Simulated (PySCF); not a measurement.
**C₃H₄F₂S: NMR shifts, electronic excitations and K edges in gas and solvents**

Aim: compute the NMR shifts, electronic excitations and K edges of C₃H₄F₂S (`FCC(=S)CF`), and see what a dielectric continuum does where one was used.

Computed with PySCF 2.14.0, with density-fitted response routines of our own, on a single molecule, in the gas phase or a continuum. Atoms count from 0, in the outputs and in this text.

## (1) Starting geometry

10 atoms, charge 0, multiplicity 1; geometry from: GFN2-xTB.

Bonds of the start (Å): F0–C1 1.37, C1–C2 1.50, C2–S3 1.62, C2–C4 1.50, C4–F5 1.37, C1–H6 1.09, C1–H7 1.10, C4–H8 1.10, C4–H9 1.09.

## (2) Geometry optimisation at PBE0-D3(BJ)/def2-SVP

What the job is given:

```
{"job": {"xc": "PBE0", "basis": "def2-SVP", "d3": "d3bj", "grid": 1, "kind": "geom"}, "charge": 0, "multiplicity": 1}
F     -1.387440    -1.115349     0.669136
C     -1.187711    -0.280433    -0.396508
C     -0.008159     0.617012    -0.175233
S     -0.030838     2.173576    -0.611314
C      1.193668    -0.002234     0.471128
F      1.422309    -1.264984    -0.003885
H     -2.103190     0.299927    -0.544109
H     -1.004594    -0.920418    -1.271680
H      1.022302    -0.095988     1.553175
H      2.092535     0.593545     0.286762
```

What it wrote:

```text
step   0  E = -713.73508649  max force = 0.009138
step   1  E = -713.73600711  max force = 0.002344
step   2  E = -713.73604377  max force = 0.000702
step   3  E = -713.73604998  max force = 0.000590
step   4  E = -713.73605595  max force = 0.000356
optimisation converged
```

It took 31 s on 1 thread, shared host.

Along the way:

| step | energy from step 0 (eV) | largest force component (eV/Å) |
| --- | --- | --- |
| 0 | 0.0000 | 0.4699 |
| 1 | -0.0251 | 0.1205 |
| 2 | -0.0260 | 0.0361 |
| 3 | -0.0262 | 0.0303 |
| 4 | -0.0264 | 0.0183 |

Close pairs (by a distance rule), those that changed most:

| bond | before (Å) | after (Å) | change (Å) |
| --- | --- | --- | --- |
| C1–H7 | 1.100 | 1.106 | +0.007 |
| C4–H8 | 1.100 | 1.106 | +0.007 |
| C4–H9 | 1.094 | 1.101 | +0.007 |
| C1–H6 | 1.094 | 1.101 | +0.007 |
| C2–C4 | 1.499 | 1.502 | +0.003 |
| C1–C2 | 1.499 | 1.502 | +0.003 |
| C2–S3 | 1.617 | 1.619 | +0.003 |
| C4–F5 | 1.368 | 1.369 | +0.001 |

The next job starts from the end point, and lists it.

| at the end point | value |
| --- | --- |
| point group (found at 0.08 Å tolerance) | C2 |
| rotational constants (GHz, main isotopes) | 3.891, 2.131, 1.496 |
| dipole moment (D) | 0.42 |

## (3) Nuclear shieldings: PBE0/pcSseg-1 in methanol

What the job is given:

```
{"job": {"kind": "nmr", "xc": "PBE0", "basis": "pcSseg-1", "solvent": "methanol", "pop": true}, "charge": 0, "multiplicity": 1}
F     -1.366391    -0.953518     0.749638
C     -1.219692    -0.123725    -0.329061
C     -0.023198     0.767787    -0.158272
S     -0.029732     2.328176    -0.590814
C      1.181077     0.101822     0.443150
F      1.334490    -1.165466    -0.051269
H     -2.127398     0.483887    -0.463312
H     -1.062171    -0.740305    -1.234036
H      1.030061     0.040987     1.537394
H      2.083403     0.698113     0.239164
```

With the program's defaults for keys left out, this is: GIAO PBE0/pcSseg-1 NMR shielding, non-relativistic, IEF-PCM methanol.

What it wrote:

```text
coarse grid: 9536 points
cycle   1  E = -713.9372452800  dE =  7.010e-01  |g| = 6.170e-01  |ddm| = 2.880e+00
cycle   2  E = -713.8351497614  dE =  1.021e-01  |g| = 9.709e-01  |ddm| = 1.087e+00
cycle   3  E = -714.0011414502  dE = -1.660e-01  |g| = 1.090e-01  |ddm| = 7.579e-01
cycle   4  E = -714.0033835812  dE = -2.242e-03  |g| = 5.738e-02  |ddm| = 1.462e-01
cycle   5  E = -714.0041894698  dE = -8.059e-04  |g| = 6.714e-03  |ddm| = 5.725e-02
cycle   6  E = -714.0041986310  dE = -9.161e-06  |g| = 1.953e-03  |ddm| = 1.064e-02
final grid: 90072 points
cycle   7  E = -714.0551178167  dE = -2.262e-05  |g| = 1.014e-02  |ddm| = 2.326e-02
cycle   8  E = -714.0550713433  dE =  4.647e-05  |g| = 1.707e-02  |ddm| = 2.379e-02
cycle   9  E = -714.0551418280  dE = -7.048e-05  |g| = 1.839e-03  |ddm| = 1.592e-02
cycle  10  E = -714.0551426472  dE = -8.192e-07  |g| = 2.787e-04  |ddm| = 1.699e-03
cycle  11  E = -714.0551426619  dE = -1.472e-08  |g| = 1.057e-04  |ddm| = 2.382e-04
cycle  12  E = -714.0551426635  dE = -1.551e-09  |g| = 2.693e-05  |ddm| = 8.801e-05
cycle  13  E = -714.0551426636  dE = -1.536e-10  |g| = 3.474e-06  |ddm| = 2.784e-05
converged SCF energy = -714.0551426636

GIAO shielding tensors (ppm)
atom      isotropic    diamagn.    paramagn.     s11        s22        s33       span
  0 F      405.084     473.709     -68.625    363.621    380.221    471.410    107.789
  1 C       89.291     240.186    -150.895     69.199     77.348    121.325     52.125
  2 C      -93.670     263.118    -356.787   -243.245   -169.041    131.277    374.522
  3 S     -443.040    1056.586   -1499.625  -1707.763   -305.747    684.390   2392.153
  4 C       89.211     240.026    -150.815     69.093     77.271    121.269     52.176
  5 F      405.004     473.915     -68.911    363.497    380.083    471.433    107.936
  6 H       25.817      27.510      -1.693     21.566     25.418     30.468      8.902
  7 H       25.407      26.934      -1.527     23.417     24.953     27.852      4.435
  8 H       25.406      26.840      -1.434     23.410     24.951     27.856      4.446
  9 H       25.811      27.497      -1.687     21.555     25.414     30.462      8.908
```

Run time: 18 s. Hardware: 1 thread, shared host.

The references, computed at this level on geometries of the same kind, shield at (ppm): ¹H TMS 31.24, ¹³C TMS 185.5, ¹⁹F CFCl3 180.5, ³³S CS2 495. Their shielding less the atom's gives the shift. The references are single molecules in the same continuum, so shifts against H2O, NH3, PH3, H3PO4 or CFCl3 are not on the usual liquid scales and can be off by tens of ppm. Atoms listed in one row are averaged.

| atoms | environment | σ (ppm) | δ (ppm) |
| --- | --- | --- | --- |
| C2 | thiocarbonyl carbon | -93.7 | 279.1 |
| C1, C4 | sp3 CH2 bonded to F | 89.3 | 96.2 |
| H6, H7, H8, H9 | hydrogen on an sp3 CH2 bonded to F | 25.61 | 5.63 |
| F0, F5 | fluorine on an sp3 carbon | 405.0 | -224.5 |
| S3 | thione sulfur | -443 | 938 |

The run also stored atomic charges by several schemes (e):

| atoms | Mulliken | IAO | Hirshfeld | ESP fit |
| --- | --- | --- | --- | --- |
| F0, F5 | -0.34 | -0.32 | -0.12 | -0.25 |
| C1, C4 | 0.27 | 0.02 | 0.02 | 0.20 |
| C2 | -0.44 | -0.05 | 0.05 | 0.06 |
| S3 | -0.04 | -0.06 | -0.10 | -0.22 |

Mayer bond orders: F0–C1 0.89, C1–C2 0.96, C2–S3 1.88, C2–C4 0.96, C4–F5 0.89.

## (4) Excited states and response: CAM-B3LYP/def2-SVPD

Settings changed since step 3:

```diff
@@ -1,2 +1,2 @@
-{"job": {"kind": "nmr", "xc": "PBE0", "basis": "pcSseg-1", "solvent": "methanol", "pop": true}, "charge": 0, "multiplicity": 1}
+{"job": {"kind": "uv", "xc": "CAM-B3LYP", "basis": "def2-SVPD", "dynamic": true, "nstates": 6, "ntriplets": 0}, "charge": 0, "multiplicity": 1}
 F     -1.366391    -0.953518     0.749638
```

Level: TDDFT CAM-B3LYP/def2-SVPD, vertical, gas phase, core orbitals frozen in the response.

What it wrote:

```text
coarse grid: 9536 points
cycle   1  E = -713.9319866669  dE =  7.694e-01  |g| = 7.052e-01  |ddm| = 3.983e+00
cycle   2  E = -713.8264424026  dE =  1.055e-01  |g| = 1.041e+00  |ddm| = 1.653e+00
cycle   3  E = -714.0405699334  dE = -2.141e-01  |g| = 7.115e-02  |ddm| = 1.034e+00
cycle   4  E = -714.0413388872  dE = -7.690e-04  |g| = 5.004e-02  |ddm| = 1.269e-01
cycle   5  E = -714.0419342239  dE = -5.953e-04  |g| = 8.978e-03  |ddm| = 7.456e-02
cycle   6  E = -714.0419572206  dE = -2.300e-05  |g| = 3.697e-03  |ddm| = 1.853e-02
cycle   7  E = -714.0419618512  dE = -4.631e-06  |g| = 9.774e-04  |ddm| = 7.241e-03
final grid: 90072 points
cycle   8  E = -714.1251583231  dE = -2.219e-05  |g| = 4.762e-03  |ddm| = 4.053e-02
cycle   9  E = -714.1251553104  dE =  3.013e-06  |g| = 6.422e-03  |ddm| = 1.050e-02
cycle  10  E = -714.1251625899  dE = -7.280e-06  |g| = 3.916e-04  |ddm| = 5.211e-03
cycle  11  E = -714.1251626280  dE = -3.805e-08  |g| = 3.023e-04  |ddm| = 9.123e-04
cycle  12  E = -714.1251626568  dE = -2.880e-08  |g| = 6.254e-05  |ddm| = 4.653e-04
cycle  13  E = -714.1251626606  dE = -3.817e-09  |g| = 3.253e-05  |ddm| = 2.040e-04
cycle  14  E = -714.1251626627  dE = -2.121e-09  |g| = 1.231e-05  |ddm| = 2.030e-04
cycle  15  E = -714.1251626631  dE = -4.316e-10  |g| = 4.924e-06  |ddm| = 1.112e-04
converged SCF energy = -714.1251626631

Static polarisability (au): isotropic 59.838, principal 46.343 57.618 75.553

Singlet excitations
state   eV       nm        f      main configurations
  1   2.4349    509.2   0.00006   H->L 0.99
  2   5.6767    218.4   0.21567   H-1->L 0.92
  3   6.2302    199.0   0.00561   H-2->L 0.81, H-5->L 0.13
  4   6.5234    190.1   0.02653   H-3->L 0.88
  5   6.6248    187.2   0.08615   H->L+1 0.83
  6   6.9205    179.2   0.01633   H->L+2 0.86
```

Run time: 37 s. Hardware: 1 thread, shared host.

The orbitals next to the gap, with their largest atomic shares:

| orbital | eV | atoms |
| --- | --- | --- |
| HOMO−3 | -12.02 | F0 20 %, F5 20 %, C2 15 % |
| HOMO−2 | -11.80 | F0 18 %, F5 18 %, S3 13 % |
| HOMO−1 | -10.30 | S3 46 %, C2 28 %, C4 6 % |
| HOMO | -8.51 | S3 74 %, C2 12 % |
| LUMO | -1.77 | S3 43 %, C2 38 %, C1 5 % |
| LUMO+1 | 1.06 | S3 28 %, C4 15 %, C1 15 % |
| LUMO+2 | 1.59 | S3 75 %, C2 5 % |

With each of the 6 states as a Gaussian band of 0.4 eV half-width at 1/e, the curve within the window shown has maxima at 219 nm (ε 8,800), 188 nm (ε 5,000) L/(mol cm). Beyond the last state computed it falls off for lack of states. The curve at chosen wavelengths:

```json
{"nm": "172", "ε (L/mol/cm)": "808"}
{"nm": "192", "ε (L/mol/cm)": "4559"}
{"nm": "212", "ε (L/mol/cm)": "7387"}
{"nm": "232", "ε (L/mol/cm)": "4498"}
{"nm": "252", "ε (L/mol/cm)": "257"}
{"nm": "273", "ε (L/mol/cm)": "3"}
{"nm": "293", "ε (L/mol/cm)": "0"}
{"nm": "313", "ε (L/mol/cm)": "0"}
{"nm": "333", "ε (L/mol/cm)": "0"}
{"nm": "353", "ε (L/mol/cm)": "0"}
{"nm": "373", "ε (L/mol/cm)": "0"}
{"nm": "393", "ε (L/mol/cm)": "0"}
{"nm": "413", "ε (L/mol/cm)": "0"}
{"nm": "434", "ε (L/mol/cm)": "1"}
{"nm": "454", "ε (L/mol/cm)": "1"}
{"nm": "474", "ε (L/mol/cm)": "2"}
{"nm": "494", "ε (L/mol/cm)": "2"}
{"nm": "514", "ε (L/mol/cm)": "2"}
{"nm": "534", "ε (L/mol/cm)": "2"}
{"nm": "554", "ε (L/mol/cm)": "2"}
{"nm": "574", "ε (L/mol/cm)": "2"}
{"nm": "595", "ε (L/mol/cm)": "1"}
{"nm": "615", "ε (L/mol/cm)": "1"}
{"nm": "635", "ε (L/mol/cm)": "1"}
{"nm": "655", "ε (L/mol/cm)": "0"}
{"nm": "675", "ε (L/mol/cm)": "0"}
```

Further results of this job:

| property | computed |
| --- | --- |
| dipole moment (D) | 0.56 |
| polarisability (Å³) | 8.87 |
| HOMO–LUMO gap (eV) | 6.75 |
| −ε(HOMO) (eV) | 8.51 |
| C6 with itself (au) | 1457 |

## (5) TDDFT and polarisability: CAM-B3LYP/def2-SVPD in methanol

Settings changed since step 4:

```diff
@@ -1,2 +1,2 @@
-{"job": {"kind": "uv", "xc": "CAM-B3LYP", "basis": "def2-SVPD", "dynamic": true, "nstates": 6, "ntriplets": 0}, "charge": 0, "multiplicity": 1}
+{"job": {"kind": "uv", "xc": "CAM-B3LYP", "basis": "def2-SVPD", "solvent": "methanol", "nstates": 6, "ntriplets": 0}, "charge": 0, "multiplicity": 1}
 F     -1.366391    -0.953518     0.749638
```

With the program's defaults for keys left out, this is: TDDFT CAM-B3LYP/def2-SVPD, vertical, IEF-PCM methanol (non-equilibrium linear response), core orbitals frozen in the response.

What it wrote:

```text
coarse grid: 9536 points
cycle   1  E = -713.9491177685  dE =  7.526e-01  |g| = 6.821e-01  |ddm| = 3.984e+00
cycle   2  E = -713.8796264454  dE =  6.949e-02  |g| = 9.440e-01  |ddm| = 1.513e+00
cycle   3  E = -714.0490123725  dE = -1.694e-01  |g| = 5.076e-02  |ddm| = 8.851e-01
cycle   4  E = -714.0495156343  dE = -5.033e-04  |g| = 3.212e-02  |ddm| = 9.635e-02
cycle   5  E = -714.0497643393  dE = -2.487e-04  |g| = 7.760e-03  |ddm| = 5.781e-02
cycle   6  E = -714.0497819656  dE = -1.763e-05  |g| = 3.400e-03  |ddm| = 1.332e-02
cycle   7  E = -714.0497856915  dE = -3.726e-06  |g| = 8.447e-04  |ddm| = 5.680e-03
final grid: 90072 points
cycle   8  E = -714.1329603175  dE = -2.269e-05  |g| = 4.721e-03  |ddm| = 4.034e-02
cycle   9  E = -714.1329582427  dE =  2.075e-06  |g| = 6.096e-03  |ddm| = 1.026e-02
cycle  10  E = -714.1329644700  dE = -6.227e-06  |g| = 2.745e-04  |ddm| = 4.551e-03
cycle  11  E = -714.1329644999  dE = -2.984e-08  |g| = 2.389e-04  |ddm| = 8.405e-04
cycle  12  E = -714.1329645178  dE = -1.791e-08  |g| = 5.166e-05  |ddm| = 4.103e-04
cycle  13  E = -714.1329645205  dE = -2.758e-09  |g| = 3.488e-05  |ddm| = 1.984e-04
cycle  14  E = -714.1329645219  dE = -1.379e-09  |g| = 9.821e-06  |ddm| = 1.597e-04
cycle  15  E = -714.1329645221  dE = -2.401e-10  |g| = 4.403e-06  |ddm| = 6.949e-05
converged SCF energy = -714.1329645221

Static polarisability (au): isotropic 80.794, principal 62.514 76.399 103.467

Singlet excitations
state   eV       nm        f      main configurations
  1   2.5226    491.5   0.00010   H->L 0.99
  2   5.5502    223.4   0.27241   H-1->L 0.94
  3   6.2281    199.1   0.01033   H-2->L 0.83, H-5->L 0.12
  4   6.4806    191.3   0.03073   H-3->L 0.90
  5   6.6878    185.4   0.13276   H->L+1 0.61, H->L+2 0.30
  6   6.8643    180.6   0.00096   H->L+2 0.62, H->L+1 0.17, H->L+5 0.12
```

Run time: 28 s. Hardware: 1 thread, shared host.

This run: HOMO -8.40 eV, LUMO -1.57 eV; lowest singlet 2.52 eV.

## (6) K-edge absorption: BHandHLYP/def2-SVPD+aug-pcX-1+pcseg-1

Settings changed since step 5:

```diff
@@ -1,2 +1,2 @@
-{"job": {"kind": "uv", "xc": "CAM-B3LYP", "basis": "def2-SVPD", "solvent": "methanol", "nstates": 6, "ntriplets": 0}, "charge": 0, "multiplicity": 1}
+{"job": {"kind": "xas", "xc": "BHandHLYP", "basis": {"default": "aug-pcX-1", "H": "pcseg-1", "S": "def2-SVPD"}}, "charge": 0, "multiplicity": 1}
 F     -1.366391    -0.953518     0.749638
```

Method: core-valence-separated TDA BHandHLYP/aug-pcX-1 H:pcseg-1 S:def2-SVPD, K edges, non-relativistic, gas phase.

What it wrote:

```text
coarse grid: 9536 points
cycle   1  E = -714.1056699118  dE =  7.703e-01  |g| = 7.043e-01  |ddm| = 3.623e+00
cycle   2  E = -714.0346261310  dE =  7.104e-02  |g| = 9.520e-01  |ddm| = 1.409e+00
cycle   3  E = -714.2070526398  dE = -1.724e-01  |g| = 8.641e-02  |ddm| = 9.011e-01
cycle   4  E = -714.2081981975  dE = -1.146e-03  |g| = 6.177e-02  |ddm| = 1.401e-01
cycle   5  E = -714.2090751455  dE = -8.769e-04  |g| = 7.145e-03  |ddm| = 7.399e-02
cycle   6  E = -714.2090891897  dE = -1.404e-05  |g| = 2.899e-03  |ddm| = 1.259e-02
cycle   7  E = -714.2090918321  dE = -2.642e-06  |g| = 6.967e-04  |ddm| = 5.031e-03
final grid: 90072 points
cycle   8  E = -714.2528087566  dE = -7.091e-05  |g| = 3.827e-03  |ddm| = 3.201e-02
cycle   9  E = -714.2528077649  dE =  9.917e-07  |g| = 4.285e-03  |ddm| = 6.722e-03
cycle  10  E = -714.2528109216  dE = -3.157e-06  |g| = 5.083e-04  |ddm| = 3.775e-03
cycle  11  E = -714.2528109710  dE = -4.939e-08  |g| = 3.710e-04  |ddm| = 9.490e-04
cycle  12  E = -714.2528110060  dE = -3.500e-08  |g| = 4.795e-05  |ddm| = 4.050e-04
cycle  13  E = -714.2528110085  dE = -2.465e-09  |g| = 2.842e-05  |ddm| = 1.445e-04
cycle  14  E = -714.2528110097  dE = -1.233e-09  |g| = 8.143e-06  |ddm| = 1.398e-04
cycle  15  E = -714.2528110099  dE = -1.559e-10  |g| = 3.578e-06  |ddm| = 5.104e-05
converged SCF energy = -714.2528110099

C K edge
   eV          f      from atoms
  281.834   0.07457   C2
  285.336   0.00439   C1 C4
  285.340   0.00984   C4 C1
  287.479   0.04755   C4
  287.485   0.04847   C1
  288.473   0.02103   C1 C4
  288.474   0.01847   C4 C1
  288.613   0.01521   C2
  288.796   0.07711   C1 C4
  288.797   0.00828   C4 C1
  289.254   0.00686   C2
  289.421   0.00492   C2
  289.599   0.00521   C2
  289.875   0.00087   C2
  289.942   0.00525   C1
  289.943   0.00339   C4

F K edge
   eV          f      from atoms
  683.936   0.01162   F0
  683.940   0.01524   F5
  686.086   0.01296   F5
  686.093   0.01275   F0
  686.987   0.01042   F5 F0
  686.988   0.01166   F0 F5
  687.713   0.00475   F5
  687.714   0.00159   F0
  687.964   0.00090   F5 F0
  687.964   0.00103   F0 F5
  688.268   0.00704   F5
  688.269   0.00654   F0
```

It took 24 s on 1 thread, shared host.

## (7) Run by run: electronic excitations

Excitations and ground-state properties, with basis size and wall time:

| run | lowest singlet (eV) | brightest (eV) | f | gap (eV) | α (Å³) | μ (D) | functions | time |
| --- | --- | --- | --- | --- | --- | --- | --- | --- |
| CAM-B3LYP/def2-SVPD | 2.43 | 5.68 | 0.216 | 6.75 | 8.87 | 0.56 | 165 | 37 s |
| CAM-B3LYP/def2-SVPD in methanol | 2.52 | 5.55 | 0.272 | 6.83 | 11.97 | 0.46 | 165 | 28 s |

## (8) What came out

| quantity | value |
| --- | --- |
| point group | C2 |
| rotational constants (main isotopes) | 3.89, 2.13, 1.50 GHz |
| ¹³C shifts against TMS (PBE0/pcSseg-1, methanol, means over atoms taken as alike) | 279.1, 96.2 ppm |
| ¹H shifts against TMS (PBE0/pcSseg-1, methanol, means over atoms taken as alike) | 5.63 ppm |
| ¹⁹F shifts against CFCl3 (PBE0/pcSseg-1, methanol, means over atoms taken as alike) | -224.5 ppm |
| ³³S shifts against CS2 (PBE0/pcSseg-1, methanol) | 938 ppm |
| lowest singlet (CAM-B3LYP/def2-SVPD) | 2.43 eV (509 nm), f = 0.000 |
| brightest single state of those computed | state 2, 5.68 eV, f = 0.216 |
| C K edge | first line 281.83 eV, strongest 288.80 eV (f = 0.077) |
| F K edge | first line 683.94 eV, strongest 683.94 eV (f = 0.015) |
| range of the lowest singlet | 2.43 to 2.52 eV |

The optimisation took 4 steps and gained 0.026 eV; among the close pairs (by a distance rule), C1–H7 changed most, from 1.100 to 1.106 Å. No frequency check was run at this level, so the end point may be a saddle. The most deshielded carbon is C2 (thiocarbonyl carbon), at 279.1 ppm: low-lying n→π* states of the double bond to the heteroatom give a large paramagnetic term (-357 ppm). At PBE0/pcSseg-1: Shielding is most anisotropic at S3 (span 2392 ppm, paramagnetic term -1500 ppm). The lowest singlet, at 2.43 eV, is HOMO→LUMO 0.99 and is dark; of the 6 states computed, the strongest absorption comes from state 2 at 5.68 eV. At the C edge the strongest single line lifts a 1s electron of C1 and C4 into several orbitals, led by LUMO+4 (weight 0.19), 7.0 eV above the first line. At the F edge the strongest single line lifts a 1s electron of F5 into LUMO (weight 0.82), 0.0 eV above the first line. Absolute edge energies from this method are off by several eV; spacings are better. The lowest singlet runs from 2.43 eV (CAM-B3LYP/def2-SVPD) to 2.52 eV (CAM-B3LYP/def2-SVPD in methanol), while the orbital gap spans 6.75 to 6.83 eV. The lowest state need not be the same one in every run.
